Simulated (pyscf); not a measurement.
Elementary routes open to H₃C–Br + CH₃• in the gas phase (doublet surface):
A. H₃C–CH₃ + Br• (Br–C broken; C–C formed)
B. •H₂C–Br + CH₄ (C–H broken; C–H formed)

Optimised with ωB97X-D3(BJ)/def2-SVP in PySCF.

Q: Rank the routes by free-energy barrier at 298 K, lowest first, for ωB97M-D3(BJ)/def2-TZVP energies (ideal gas, 1 atm, RRHO with modes under 100 cm⁻¹ raised to 100, one conformer, R ln 2 for chiral ones without a mode under 150 cm⁻¹).

A: B (20.9 kcal/mol), A (29.9 kcal/mol)

Route B is the fastest of these, ahead of the next by 9.0 kcal/mol. The most stable products are those of A (ΔG = -15.9 kcal/mol), whose barrier is 9.0 kcal/mol higher: the kinetic and the thermodynamic product differ. At 1200 K B is still the fastest. Only these routes are compared; each barrier is that of the saddle found, and lower ones may exist. Left out: orbital degeneracy and the spin-orbit lowering of Br, which is large for Br, Se, Te and I. Elements up to Kr have no core potential and no relativistic terms here.
